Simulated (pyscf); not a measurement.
O=Nb(OH)(OH)–OH + hydrogen (H₂) → HO–NbH(OH)(OH)–OH, an addition across a multiple bond or ene-type step (singlet surface; H–H broken, H–O, H–Nb formed). Optimised with ωB97X-D3(BJ)/def2-SVP in PySCF. Energies in eV from the separated reactants.

Small-basis levels: PySCF, no dispersion term, spherical d functions. AM1 to PM7: differences of heats of formation from MOPAC, which are fitted to 298 K values and so differ in kind from electronic energies by zero-point and thermal terms. GFN2-xTB: tblite. Cost: rough CPU time at the saddle relative to B3LYP/6-31G*+LANL2DZ, from one job on a shared machine.

| level | barrier | reaction energy | cost |
|---|---|---|---|
| HF/6-31G*+LANL2DZ | 2.49 | +0.63 | 0.09 |
| MP2/6-31G*+LANL2DZ | 2.60 | +1.72 | 0.1 |
| SVWN5/6-31G*+LANL2DZ | 1.13 | +0.29 | 0.8 |
| BP86/6-31G*+LANL2DZ | 1.73 | +0.79 | 1 |
| PBE/6-31G*+LANL2DZ | 1.68 | +0.75 | 2 |
| B3LYP/LANL2DZ | 1.93 | +0.58 | 0.9 |
| M06-2X/6-31G*+LANL2DZ | 1.93 | +0.61 | 3 |
| PBE/def2-SVP | 1.26 | +0.58 | 2 |
| B3LYP/def2-SVP | … | +0.59 | 1.0 |
| GFN2-xTB | … | -1.73 | under 0.02 |
| PM6 | 3.04 | +1.82 | under 0.02 |
| PM7 | 7.50 | +5.97 | under 0.02 |
| ωB97M-D3(BJ)/def2-TZVP | … | +0.59 | – |

Problem. Complete the blanks.

Solution. 
- B3LYP/def2-SVP, barrier: 1.51
- GFN2-xTB, barrier: 0.50
- ωB97M-D3(BJ)/def2-TZVP, barrier: 1.58

Against the last row the barrier runs from -1.08 (GFN2-xTB) to +5.92 eV (PM7). ωB97M-D3(BJ)/def2-TZVP has limits of its own. At the saddle there is also a short H–Nb contact that neither side keeps. This is the saddle that the search found; another between the same sides may lie lower. In the def2 sets elements past Kr carry core potentials, without spin-orbit coupling.
